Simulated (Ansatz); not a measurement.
# BNH+ (triplet): wave-function methods side by side, 6-31G

Aim: climb from Hartree-Fock through coupled cluster and multireference methods for BNH+ (triplet) at one geometry and basis, and see what each rung misses.

Computed with Ansatz 0.2.0, Gaussian basis. Level: 6-31G, core rule «outside noble gas», up to 2 orbitals frozen.

The runs, in order: UHF; CCSD(T) on ROHF; CCSD(T) on UHF; BCCD(T) on ROHF; CISD; CCSDT(Q) on ROHF; CCSDT(Q) on UHF; CISDTQ; CCSDTQ on ROHF; CCSDTQ on UHF; CASSCF and MRCISD+Q, 8 electrons in 9 orbitals; CASSCF and NEVPT2, 8 electrons in 9 orbitals; Full CI.

13 further runs of the same task are left out: 2 for a known fault of the program, 5 that didn't finish, 6 set aside as unsound or not needed.

## Step 1: The system

The geometry is a PBE0/def2-TZVP stationary point (not a proven minimum) of the parent state, kept for this charge and spin.

3 atoms, charge 1, spin multiplicity 3.

Atoms are counted from 1 here; the program's logs count them from 0.

Bond lengths: B1–N2 1.234 Å, N2–H3 0.993 Å. Angles: B1–N2–H3 180.0°.

## Step 2: UHF

in.yaml

```yaml
crystal:
  periodic: [false, false, false]
  atoms:
    - {symbol: B, position_ang: [0.000000, 0.000000, 1.153245]}
    - {symbol: N, position_ang: [0.000000, 0.000000, -0.080303]}
    - {symbol: H, position_ang: [0.000000, 0.000000, -1.072942]}
basis:
  gaussian: {orbitals: 6-31G}
total_charge: 1
magnetization: {spin_polarized: true, initial_magnetization: 2}
hamiltonian: {xc: hf}
output: {orbitals: {seedname: orbitals}}
```

Started as:

```console
$ ansatz run in.yaml --threads 1 --pin off --events-out ev --progress --plain --max-ram 2393MiB
```

After this run come: CCSD(T) on ROHF; CCSD(T) on UHF; BCCD(T) on ROHF; CISD; CCSDT(Q) on ROHF; CCSDT(Q) on UHF; CISDTQ; CCSDTQ on ROHF; CCSDTQ on UHF; CASSCF and MRCISD+Q, 8 electrons in 9 orbitals; CASSCF and NEVPT2, 8 electrons in 9 orbitals; Full CI.

**Question.** What will the summary of the whole plan be? Wanted: FCI below the RHF energy; RMP2 from FCI; UMP2 from FCI; RCCSD from FCI; RCCSD(T) from FCI; UCCSD(T) from FCI; RCCSDT(Q) from FCI; UCCSDT(Q) from FCI; NEVPT2 valence from FCI.

As calculated:

```
                         quantity                                                                                                                          value
         FCI below the RHF energy                                                                                                                     -3.3781 eV
                    RMP2 from FCI                                                                                                                     +550.0 meV
                    UMP2 from FCI                                                                                                                     +539.9 meV
                   RCCSD from FCI                                                                                                                     +108.7 meV
                RCCSD(T) from FCI                                                                                                                      +24.2 meV
                UCCSD(T) from FCI                                                                                                                      +23.7 meV
               RCCSDT(Q) from FCI                                                                                                                       +0.3 meV
               UCCSDT(Q) from FCI                                                                                                                       -0.9 meV
          NEVPT2 valence from FCI                                                                                                                     +220.4 meV
        MRCISD+Q valence from FCI                                                                                                                      +20.0 meV
levels within 1 kcal/mol (43 meV)  RCCSD(T), UCCSD(T), BCCD(T), RCCSDT, UCCSDT, CISDTQ, RCCSDT(Q), UCCSDT(Q), RCCSDTQ, UCCSDTQ, MRCISD valence, MRCISD+Q valence
                    T1 diagnostic                                                                                                                          0.023
   effectively unpaired electrons                                                                                                                           2.03
```

**Reading.** RCCSD(T) lands +24.2 meV from the yardstick (0.7 % of the correlation energy). One determinant dominates. Of the multireference levels listed MRCISD+Q valence comes nearest in total energy (+20.0 meV), which doesn't show that its space is the better one. These misses are within one basis, not against nature; the frozen cores of restricted and unrestricted runs differ, which can shift their rows.
